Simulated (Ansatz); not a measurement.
**Strength of the C–C bond: C4H8O → C3H5 + CH3O**

Species: C4H8O `C=CCCO`, singlet; C3H5 `[CH2]C=C`, doublet; CH3O `[CH2]O`, doublet. 

Shapes, held fixed at every level: PBE0-D4/def2-TZVP. Flexible molecules stand in one conformer, not always the lowest. Programs: Ansatz 0.2.0. Electronic energies: no zero-point or thermal term.

```json
{"level": "HF/def2-TZVPP", "kind": "Hartree–Fock", "ΔE (kJ/mol)": "+183.1", "CPU time (sum over the molecules)": "–"}
{"level": "r2SCAN-D4/def2-TZVPP", "kind": "meta-GGA", "ΔE (kJ/mol)": "+280.0", "CPU time (sum over the molecules)": "33 s"}
{"level": "B3LYP-D4/def2-TZVPP", "kind": "global hybrid", "ΔE (kJ/mol)": "+290.7", "CPU time (sum over the molecules)": "27 s"}
{"level": "PBE0-D4/def2-TZVPP", "kind": "global hybrid", "ΔE (kJ/mol)": "+305.8", "CPU time (sum over the molecules)": "18 s"}
{"level": "wB97M-V/def2-TZVPP", "kind": "range-separated hybrid", "ΔE (kJ/mol)": "+321.1", "CPU time (sum over the molecules)": "73 s"}
{"level": "wB97X-V/def2-TZVPP", "kind": "range-separated hybrid", "ΔE (kJ/mol)": "+319.3", "CPU time (sum over the molecules)": "51 s"}
{"level": "B2PLYP/def2-TZVPP", "kind": "double hybrid", "ΔE (kJ/mol)": "+300.3", "CPU time (sum over the molecules)": "35 s"}
```

B2PLYP/def2-TZVPP gives ΔE = +300.3 kJ/mol; the levels span +183.1 to +321.1. The median of the levels is +300.3. Hartree–Fock misses the correlation of the pair that is broken and comes out low. No measured value is set beside it here. Spin contamination: C3H5 (⟨S²⟩ up to 0.95). Open shells run unrestricted unless RO is named. Times are processor times on shared x86 and Arm servers, and rough.
